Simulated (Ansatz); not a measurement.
CH₄NO, doublet: a saddle search.

Input (in.yaml):

```yaml
crystal:
  periodic: [false, false, false]
  atoms:
    - {symbol: O, position_ang: [-0.718100, -0.236400, 0.107400]}
    - {symbol: C, position_ang: [-0.485500, -0.681000, -0.994100]}
    - {symbol: N, position_ang: [0.794200, 0.874300, 0.938100]}
    - {symbol: H, position_ang: [0.426600, -1.237000, -1.233500]}
    - {symbol: H, position_ang: [-1.180700, -0.523300, -1.829500]}
    - {symbol: H, position_ang: [1.012100, 0.234800, 1.699300]}
    - {symbol: H, position_ang: [0.151400, 1.568600, 1.312300]}
basis:
  gaussian: {orbitals: def2-SVP}
magnetization: {spin_polarized: true, initial_magnetization: 1}
hamiltonian: {xc: pbe0, dispersion: d4}
saddle:
  max_steps: 4
  mode_guess:
    - [0.3195, 0.4535, 0.1497]
    - [0.1388, 0.1023, 0.0574]
    - [-0.4715, -0.4334, -0.2505]
    - [0.0978, 0.0928, 0.1398]
    - [-0.0042, 0.0237, 0.2112]
    - [-0.0177, -0.1354, -0.1392]
    - [-0.0627, -0.1035, -0.1684]
```

Launched with

```bash
ansatz run in.yaml --threads 2 --pin off --events-out ev --progress --plain --max-ram 4352MiB
```

What Ansatz 0.2.0 printed:

```
Functional definition: PBE0
  name "PBE0"
  cite "Adamo & Barone, J. Chem. Phys. 110, 6158 (1999) doi:10.1063/1.478522"
  cite "Perdew, Burke & Ernzerhof, Phys. Rev. Lett. 77, 3865 (1996) doi:10.1103/PhysRevLett.77.3865"
  parent pbe
  parameter a = 0.25
  parameter kappa = 0.804
  parameter beta = 0.06672455060314922
  exchange = (1 - a)*pbe_x(kappa = kappa, mu = beta*pi^2/3) + a*exact_x
  correlation = pbe_c(beta = beta)
686 factors; integrals over basis functions are off by at most 2.6e-4 eV
mean field evaluation 1: about -4622.2236 eV, gradient 3.1e1 eV
mean field evaluation 2: about -4614.7622 eV, gradient 4.8e1 eV
mean field evaluation 4: about -4626.7905 eV, gradient 2.2e0 eV
mean field evaluation 8: about -4626.8742 eV, gradient 2.1e-1 eV
mean field evaluation 16: about -4626.8748 eV, gradient 3.1e-4 eV
mean field -4626.87477141 eV, -170.0345116411 hartree, gradient 4.6e-5 eV, S^2 0.760257; 0 other end points of the search recorded, 0 dependent functions left out
the calculation of the forces begins
reference -4626.87479189 eV, -170.0345123934 hartree; 13, 12 occupied and 49, 50 virtual orbitals, 686 factors
these checks for a lower state are left out or cut short: stability, starts, cluster_reference, orbital_swaps, neighbouring_geometries, increment
686 factors; integrals over basis functions are off by at most 2.6e-4 eV
mean field -4626.85244584 eV, -170.0336911914 hartree, gradient 6.5e-6 eV, S^2 0.761051; 0 other end points of the search recorded, 0 dependent functions left out
the calculation of the forces begins
reference -4626.85246632 eV, -170.0336919440 hartree; 13, 12 occupied and 49, 50 virtual orbitals, 686 factors
these checks for a lower state are left out or cut short: stability, starts, cluster_reference, orbital_swaps, neighbouring_geometries, increment
686 factors; integrals over basis functions are off by at most 2.6e-4 eV
mean field evaluation 32: about -4626.8659 eV, gradient 2.2e-4 eV
mean field -4626.86594229 eV, -170.0341871766 hartree, gradient 1.8e-6 eV, S^2 0.759825; 0 other end points of the search recorded, 0 dependent functions left out
the calculation of the forces begins
reference -4626.86596271 eV, -170.0341879273 hartree; 13, 12 occupied and 49, 50 virtual orbitals, 686 factors
these checks for a lower state are left out or cut short: stability, starts, cluster_reference, orbital_swaps, neighbouring_geometries, increment
686 factors; integrals over basis functions are off by at most 2.7e-4 eV
mean field -4626.89393717 eV, -170.0352159696 hartree, gradient 1.8e-6 eV, S^2 0.759366; 0 other end points of the search recorded, 0 dependent functions left out
the calculation of the forces begins
reference -4626.89395759 eV, -170.0352167200 hartree; 13, 12 occupied and 49, 50 virtual orbitals, 686 factors
saddle step   1: F+E_penalty+E_count = -4626.93056149 eV  max|allowed force component| = 1.801e0 eV/Å  curvature = +5.5252 eV/Å²  mode residual = 3.47e0 eV/Å²  Δτ_max = 0.0000 Å  (1 rotations, 4 force calls, 106 SCF iters)  cluster: 3 rotations left out, max|force component along them| = 7.705e-7 eV/Å
saddle step   2: F+E_penalty+E_count = -4626.80062131 eV  max|allowed force component| = 1.881e0 eV/Å  curvature = +5.4067 eV/Å²  mode residual = 7.30e0 eV/Å²  Δτ_max = 0.0487 Å  (1 rotations, 4 force calls, 103 SCF iters)  cluster: 3 rotations left out, max|force component along them| = 1.123e-7 eV/Å
saddle step   3: F+E_penalty+E_count = -4626.64657243 eV  max|allowed force component| = 1.866e0 eV/Å  curvature = -1.5750 eV/Å²  mode residual = 3.90e0 eV/Å²  Δτ_max = 0.0451 Å  (1 rotations, 3 force calls, 88 SCF iters)  cluster: 3 rotations left out, max|force component along them| = 3.136e-7 eV/Å
saddle step   4: F+E_penalty+E_count = -4626.32743631 eV  max|allowed force component| = 1.102e0 eV/Å  curvature = -25.0473 eV/Å²  mode residual = 2.17e1 eV/Å²  Δτ_max = 0.2000 Å  (1 rotations, 3 force calls, 85 SCF iters)  cluster: 3 rotations left out, max|force component along them| = 7.786e-7 eV/Å
Error: the saddle search did not converge after 4 steps: max|allowed force component| = 1.10e0 eV/Å (threshold 5.0e-2). At the last step the curvature along the mode is -25.047 eV/Å² (extrapolated from the last rotation, not read by a force call), negative, as on the way to a saddle point. To go on, set a larger `saddle.max_steps` (a set value also replaces the default of 250 for a search that goes on from a second negative curvature), or search again from the last step's geometry and mode. From 2 of its steps this search moved with no negative curvature along its mode to follow. A search started from a geometry of this one does not count those moves and, where it converges, warns only of its own. With `saddle.order_check` unset, a search from the last step can check the order less strictly than this one. `saddle.order_check: true` asks for the full check and warns where it cannot tell. Where this run's directory can be resumed (`checkpoint.write`), a resume goes on for up to `saddle.max_steps` more
F+E_penalty+E_count at the last step = -4626.32743631 eV
to start another search from the last step: its geometry and its mode (saddle.mode_guess, Cartesian), with saddle.order_check: true (the message says why):
  atoms:
    - { symbol: O, position_ang: [-0.70717519, -0.11521748, 0.19753517] }
    - { symbol: C, position_ang: [-0.42154550, -0.59474710, -0.88947194] }
    - { symbol: N, position_ang: [0.74329278, 0.75755449, 0.76768578] }
    - { symbol: H, position_ang: [0.54097787, -1.12196385, -1.05043288] }
    - { symbol: H, position_ang: [-1.15871154, -0.45581848, -1.68725294] }
    - { symbol: H, position_ang: [0.94419826, 0.09651727, 1.53091388] }
    - { symbol: H, position_ang: [0.05896333, 1.43367514, 1.13102294] }
  mode_guess:
    - [0.36739445, 0.43000217, 0.32348596]
    - [0.14240739, -0.02048649, -0.13482872]
    - [-0.51248607, -0.34775210, -0.24569796]
    - [0.07040557, 0.06187658, 0.09969009]
    - [0.00611575, 0.02848864, 0.17906962]
    - [-0.03435682, -0.10677626, -0.12184829]
    - [-0.03948027, -0.04535252, -0.09987070]
  order_check: true


[the SCF lines of later steps are left out]
```

The lines “mean field evaluation” count trial sets of orbitals through the whole run, from several starts and some on an approximate energy, so they need not fall steadily or lie above the final value.

The run took about 13 s on 2 CPU threads of an Arm Neoverse V2 (shared host).


The run did not converge within its limit. Four steps were allowed, too few from this start.